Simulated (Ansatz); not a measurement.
# SiHClO (singlet): from Hartree-Fock to the top rungs, cc-pVDZ

One table from this session's results is given with a row withheld; the runs are named, their logs left out.

The runs use Ansatz 0.2.0, Gaussian basis; cc-pVDZ, core rule «outside noble gas», up to 11 orbitals frozen.

The runs, in order: UHF; CCSD(T) on RHF; CCSD(T) on UHF; BCCD(T) on RHF; CISD; CCSDT(Q) on RHF; CCSDT(Q) on UHF.

8 further runs of the same task are left out: 2 for a known fault of the program, 6 set aside as unsound or not needed.

## What is computed

The geometry is a PBE0/def2-TZVP stationary point (not a proven minimum) of the parent state, kept for this charge and spin.

4 atoms, charge 0, spin multiplicity 1.

Atoms are counted from 1 here; the program's logs count them from 0.

Bond lengths: Cl1–Si2 2.056 Å, Si2–O3 1.650 Å, O3–H4 0.961 Å. Angles: Cl1–Si2–O3 118.8°, Si2–O3–H4 115.3°.

As a file:

```xyz
4
ClHOSi
Cl   -0.0084   -0.1977    1.3429
Si   -0.0247    0.5575   -0.5697
O     0.1075   -0.4895   -1.8374
H    -0.7255   -0.8102   -2.1947
```

The first run:

The input, in.yaml:

```yaml
crystal:
  periodic: [false, false, false]
  atoms:
    - {symbol: Cl, position_ang: [-0.008356, -0.197707, 1.342880]}
    - {symbol: Si, position_ang: [-0.024651, 0.557521, -0.569653]}
    - {symbol: O, position_ang: [0.107494, -0.489540, -1.837441]}
    - {symbol: H, position_ang: [-0.725501, -0.810184, -2.194734]}
basis:
  gaussian: {orbitals: cc-pVDZ}
magnetization: {spin_polarized: true, initial_magnetization: 0}
hamiltonian: {xc: hf}
output: {orbitals: {seedname: orbitals}}
```

Run with:

```bash
$ ansatz run in.yaml --threads 1 --pin off --events-out ev --progress --plain --max-ram 2560MiB --backend cpu
```

Steps of the session up to this table: UHF; CCSD(T) on RHF; CCSD(T) on UHF; BCCD(T) on RHF; CISD; CCSDT(Q) on RHF; CCSDT(Q) on UHF.

One of the session's tables, all rows but one given; the rest of the session is left out.

```
   method  from RCCSDT(Q) (meV)
      RHF              +12027.4
      UHF              +11976.1
     RMP2               +1077.7
     CISD               +1685.4
    RCCSD                +357.2
 RCCSD(T)                 +56.2
  BCCD(T)                 +51.8
   RCCSDT                     ?
RCCSDT(Q)                     0
```

**Question.** Estimate the row for RCCSDT.

**Answer.** from RCCSDT(Q) (meV): +34.6. In the column «from RCCSDT(Q) (meV)» it lies between RCCSDT(Q) (0) and BCCD(T) (+51.8).

To keep in mind: Warnings: restricted reference is unstable; spin contamination.
